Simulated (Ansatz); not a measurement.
For 1T (CdI2-type) ZrSe2, rVV10 in Ansatz (plane waves, PAW) gives:

| Quantity | Result |
|---|---|
| lattice constant a | 3.820 Å |
| c axis length | 6.174 Å |
| enthalpy of formation | -1.316 eV/atom |

Question: What does PBE0 (Ansatz, a quantum-chemistry and plane-wave program, PAW) give for the same quantities?

Answer: 
- lattice constant a: 3.792 Å (shrinks by 0.7 %)
- lattice parameter c: 6.752 Å (increases by 9.4 %)
- formation enthalpy: -1.564 eV/atom (moves by -0.248 eV/atom)

For comparison: lattice constant a 3.77 Å (measured, temperature not stated, not corrected to a static lattice; as tabulated in Björkman (2014), arXiv:1406.2436); lattice parameter c 6.122 Å (measured, temperature not stated, zero-point anharmonic expansion removed (computed with revB86b-DF2); no thermal correction; as tabulated in Björkman (2014), arXiv:1406.2436).

Changes are worked out from the printed values.

Unless a cell is named, each level is at its own relaxed cell (rVV10 26.01, PBE0 28.03 Å³/atom).

Caveats: the cell comes from a level without a dispersion term, which matters for the spacing of layers, chains or molecules (PBE0). Ansatz's density-functional and Hartree–Fock values are scalar-relativistic unless marked +SOC, with PAW data made under PBE.
